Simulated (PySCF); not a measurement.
**Working out the ionisation energy of Mg**

Mg [Ne] 3s2 (1S) → Mg⁺ [Ne] 3s1 (2S). All numbers are calculated (PySCF 2.14, the non-relativistic Hamiltonian (point nucleus), in aug-cc-pCVDZ). Frozen: 1s2. Energies in hartree (1 hartree = 27.21139 eV):

| part | Mg (lower) | Mg⁺ (upper) |
| --- | --- | --- |
| UHF | -199.608341 | -199.365083 |
| CCSD correlation | -0.201906 | -0.168527 |
| (T) | -0.000945 | -0.000284 |

Problem. What does Hartree-Fock give?

Solution. (-199.365083) − (-199.608341) = 0.243258 hartree = 6.619 eV.

Problem. What do CCSD and CCSD(T) give?

Solution. The CCSD correlation energies differ by 0.033379 hartree = 0.908 eV and the triples by 0.000661 hartree = 0.018 eV, so CCSD gives 7.527 eV and CCSD(T) 7.545 eV.

Measured between the centres of the two terms (NIST): 7.646 eV, so CCSD(T) (valence and next inner shell) is off by -0.101 eV.

A double-zeta basis recovers only part of the correlation energy.

What remains against the reference includes basis incompleteness, the frozen core and higher excitations.
